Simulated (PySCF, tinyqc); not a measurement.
Inside a calculation. Method: FCI on RHF in the sto-3g basis, frozen core, for OH-, spin multiplicity 1. The basis has no diffuse functions, so it cannot describe the extra electron: this is an exercise in the method, not the real anion. The lowest restricted solution is unstable here: a spin-polarised one lies 0.0119 hartree lower (PySCF). One step of it, computed by the program tinyqc.

Question. FCI: roots. Diagonalise (each vector has its largest component positive (the first on a tie)); all determinants have Ms = 0, so triplets appear too. The lowest singlet root is the correlation energy.

Occupation strings over the orbitals (2 doubly, a alpha, b beta, 0 empty; spin orbitals ordered 1a 1b 2a 2b ...): 222220 2222ab 2a222b 2222ba 2b222a 222202 2a22b2 222022 220222 2b22a2 202222

H - E(HF) between determinants (hartree), lower triangle:
```
           222220     2222ab     2a222b     2222ba     2b222a     222202     2a22b2     222022
222220   0.000000
2222ab   0.000000   0.288201
2a222b   0.000000   0.013475   0.837002
2222ba   0.000000  -0.177770   0.003709   0.288201
2b222a   0.000000   0.003709  -0.130465   0.013475   0.837002
222202   0.177770   0.225682   0.054878  -0.225682  -0.054878   0.886119
2a22b2   0.003709  -0.054878   0.068058   0.031745  -0.068694  -0.069121   1.051273
222022   0.039091  -0.017694  -0.014657   0.017694   0.014657   0.012627   0.019371   0.249532
220222   0.039091  -0.017694  -0.014657   0.017694   0.014657   0.012627   0.019371   0.047444
2b22a2  -0.003709   0.031745  -0.068694  -0.054878   0.068058   0.069121  -0.055859  -0.019371
202222   0.130465  -0.068694   0.022452   0.068694  -0.022452   0.055859   0.027167   0.169610

           220222     2b22a2    202222
220222   0.249532
2b22a2  -0.019371   1.051273
202222   0.169610  -0.027167  1.768357
```

Give: lowest roots of this matrix, relative to E(HF); lowest vectors; <S^2> of these roots; weight of the ground state by excitation level 0, 1, 2, ....

Answer.

lowest roots of this matrix, relative to E(HF) (hartree): -0.0523  0.1093  0.2021  0.2437  0.3128  0.7070  0.8226  0.9960

lowest vectors:
```
         root 1   root 2   root 3   root 4
222220   0.9620   0.0000   0.0000  -0.0168
2222ab   0.0842   0.7066   0.0000   0.2797
2a222b   0.0111  -0.0203   0.0000   0.0454
2222ba  -0.0842   0.7066   0.0000  -0.2797
2b222a  -0.0111  -0.0203   0.0000  -0.0454
222202  -0.2208   0.0000   0.0000  -0.2197
2a22b2  -0.0080   0.0184   0.0000  -0.0214
222022  -0.0684   0.0000   0.7071   0.6241
220222  -0.0684   0.0000  -0.7071   0.6241
2b22a2   0.0080   0.0184   0.0000   0.0214
202222  -0.0431   0.0000   0.0000  -0.1047
```

<S^2> of these roots: 0.0000  2.0000  0.0000  0.0000  0.0000  2.0000  0.0000  2.0000

weight of the ground state by excitation level 0, 1, 2, ...: 0.9254  0.0144  0.0601
